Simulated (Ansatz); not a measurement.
**NH₃ (singlet): wave-function methods side by side, cc-pVDZ**

The task here is to estimate one member of a computed series from the others.

Computed with Ansatz 0.2.0, Gaussian basis. Level: cc-pVDZ, core rule «outside noble gas», up to 1 orbitals frozen.

To be run: UHF; CCSD(T) on RHF; BCCD(T) on RHF; CISD; CCSDT(Q) on RHF; CCSDTQ on RHF; CASSCF and MRCISD+Q, 8 electrons in 7 orbitals; CASSCF and NEVPT4(SD), 8 electrons in 7 orbitals; CASSCF and NEVPT2, 8 electrons in 7 orbitals.

14 further runs of the same task are left out: 4 that didn't finish, 10 set aside as unsound or not needed. Runs told in other sessions of the task aren't counted.

## What is computed

The geometry is a PBE0/def2-TZVP stationary point (not a proven minimum).

4 atoms, charge 0, spin multiplicity 1.

Atoms are counted from 1 here; the program's logs count them from 0.

Bond lengths: N1–H2 1.012 Å, N1–H3 1.012 Å, N1–H4 1.012 Å. Angles: H2–N1–H3 107.1°, H2–N1–H4 107.1°, H3–N1–H4 107.1°.

The first run:

File in.yaml:

```yaml
crystal:
  periodic: [false, false, false]
  atoms:
    - {symbol: N, position_ang: [0.000346, -0.000071, -0.066679]}
    - {symbol: H, position_ang: [0.938533, 0.012953, 0.313733]}
    - {symbol: H, position_ang: [-0.482601, 0.808210, 0.305505]}
    - {symbol: H, position_ang: [-0.460745, -0.820176, 0.307354]}
basis:
  gaussian: {orbitals: cc-pVDZ}
magnetization: {spin_polarized: true, initial_magnetization: 0}
hamiltonian: {xc: hf}
output: {orbitals: {seedname: orbitals}}
```

Run with:

```console
> ansatz run in.yaml --threads 1 --pin off --events-out ev --progress --plain --max-ram 2393MiB
```

Among the steps run: UHF; CCSD(T) on RHF; BCCD(T) on RHF; CISD; CCSDT(Q) on RHF; CCSDTQ on RHF; CASSCF and MRCISD+Q, 8 electrons in 7 orbitals; CASSCF and NEVPT4(SD), 8 electrons in 7 orbitals; CASSCF and NEVPT2, 8 electrons in 7 orbitals.

One of the session's tables, all rows but one given; the rest of the session is left out.

```
            method  from RCCSDTQ (kcal/mol)
               RHF                  +129.82
              RMP2                   +12.93
              CISD                    +8.08
             RCCSD                    +2.74
          RCCSD(T)                    +0.37
           BCCD(T)                    +0.37
            RCCSDT                    +0.20
         RCCSDT(Q)                    -0.01
           RCCSDTQ                        0
    CASSCF valence                   +83.86
    NEVPT2 valence                   +16.51
NEVPT4(SD) valence                    +1.28
    MRCISD valence                    +2.98
  MRCISD+Q valence                        ?
```

Estimate the missing values for MRCISD+Q valence.

As computed: from RCCSDTQ (kcal/mol): -0.16. In the column «from RCCSDTQ (kcal/mol)» it is the lowest.

With the free atoms at the same levels and basis (separate runs), the atomisation energy is 11.590 eV at RCCSDTQ, 11.579 eV at RCCSD(T), 8.343 eV at RHF.
